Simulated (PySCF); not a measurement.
**UTPSSh/def2-SVPD run of SiNH4 (SMILES [NH][SiH3])**

What is the vertical doublet–quartet gap of SiNH4 at UTPSSh/def2-SVPD? The job is set up through a Python script.

Program for the calculation: PySCF 2.14.0.

## (1) The structure to begin with

SiNH4: 6 atoms, total charge 0, spin state doublet. As SMILES, `[NH][SiH3]`. The coordinates come from a PBE0-D4/def2-TZVP relaxation.

Bond lengths: N1–Si2 1.753 Å, N1–H3 1.023 Å, Si2–H4 1.491 Å, Si2–H5 1.491 Å, Si2–H6 1.481 Å. Angles: N1–Si2–H4 110.8°, N1–Si2–H5 109.1°, N1–Si2–H6 109.3°, Si2–N1–H3 111.9°, H4–Si2–H5 108.6°, H4–Si2–H6 109.5°, H5–Si2–H6 109.5°.

## (2) The energy at UTPSSh/def2-SVPD

File calc.py:

```python
from pyscf import gto, dft

molecule = gto.M(
    atom=[
    ('N', (0.592100, -0.835200, 0.909500)),
    ('Si', (-0.203700, 0.347600, -0.110000)),
    ('H', (0.922800, -1.640700, 0.372700)),
    ('H', (-1.310600, -0.282300, -0.885500)),
    ('H', (0.789500, 0.911800, -1.068900)),
    ('H', (-0.748100, 1.434800, 0.736200)),
],
    max_memory=1860,
    spin=1,
    verbose=3,
    basis='def2-svpd',
    charge=0,
)

calc0 = dft.UKS(molecule)
calc0.xc = 'tpssh'
calc0.grids.level = 4
calc0.conv_tol = 1e-10
calc0.kernel()
if not calc0.converged:
    calc0 = calc0.newton().run(calc0.mo_coeff, calc0.mo_occ)

e_tot = calc0.e_tot
print('E(%s) = %.9f' % ('TPSSH', e_tot))
```

On the command line:

```console
OMP_NUM_THREADS=1 python calc.py
```

The program printed:

```text
WARN: HOMO -0.27614072558689 >= LUMO -0.276140725586892

converged SCF energy = -346.481644458668  <S^2> = 0.75409007  2S+1 = 2.0040859
E(TPSSH) = -346.481644459
```

It took 27 s on 1 thread of Arm Neoverse V1, shared host; peak memory 0.41 GiB.

## (3) The quartet, same level

File calc.py:

```python
from pyscf import gto, dft

molecule = gto.M(
    atom='''
N      1.118907    -1.578299     1.718706
Si    -0.384937     0.656869    -0.207870
H      1.743839    -3.100474     0.704301
H     -2.476675    -0.533470    -1.673352
H      1.491939     1.723052    -2.019928
H     -1.413704     2.711379     1.391216
''',
    max_memory=1860,
    unit='bohr',
    spin=3,
    verbose=3,
    charge=0,
    basis='def2-svpd',
)

calc0 = dft.UKS(molecule)
calc0.xc = 'tpssh'
calc0.conv_tol = 1e-10
calc0.grids.level = 4
calc0.kernel()
if not calc0.converged:
    calc0 = calc0.newton().run(calc0.mo_coeff, calc0.mo_occ)

energy = calc0.e_tot
print('Final energy', energy)
```

On the command line:

```console
OMP_NUM_THREADS=1 python calc.py
```

The program printed:

```text
WARN: HOMO -0.0278246732986003 >= LUMO -0.316865804476972

WARN: HOMO -0.0756813745318947 >= LUMO -0.297598937349732

WARN: HOMO -0.066786891253265 >= LUMO -0.269341465816584

WARN: HOMO -0.062624934739735 >= LUMO -0.260193014236938

WARN: HOMO -0.0672559991674455 >= LUMO -0.261134398779963

WARN: HOMO -0.0675342952498683 >= LUMO -0.261195804031268

WARN: HOMO -0.0672900043453386 >= LUMO -0.260242645720778

WARN: HOMO -0.0675060272728834 >= LUMO -0.260263833562988

WARN: HOMO -0.0675333769411042 >= LUMO -0.260251306583124

WARN: HOMO -0.0675399514838371 >= LUMO -0.260246328754287

WARN: HOMO -0.0675349204435833 >= LUMO -0.260245597190439

WARN: HOMO -0.0675361039838576 >= LUMO -0.260244756857578

WARN: HOMO -0.0675358902142715 >= LUMO -0.260245379408891

WARN: HOMO -0.0675359419618693 >= LUMO -0.260246217864479

converged SCF energy = -346.249085510696  <S^2> = 3.7614944  2S+1 = 4.0057431
Final energy -346.24908551069643
```

It took 31 s on 1 thread of Arm Neoverse V1, shared host; peak memory 0.41 GiB.

## (4) Summary of results

Level: UTPSSh/def2-SVPD.

| quantity | value |
| --- | --- |
| doublet: total energy | -346.48164 Eh |
| doublet: dipole moment | 1.38 D |
| doublet: HOMO energy (highest over α and β) | -7.26 eV |
| doublet: LUMO energy (lowest over α and β) | -4.06 eV |
| doublet: ⟨S²⟩ | 0.754 |
| quartet: total energy | -346.24909 Eh |
| quartet: dipole moment | 0.99 D |
| quartet: HOMO energy (highest over α and β) | -1.84 eV |
| quartet: ⟨S²⟩ | 3.761 |
| vertical energy of the quartet above the doublet | 6.328 eV |

What this shows: At this shape the quartet lies 6.33 eV (146 kcal/mol) above the doublet. Mulliken charges (doublet) run from -0.25 on N1 to +0.06 on H3; in a basis this large or diffuse they mean little.
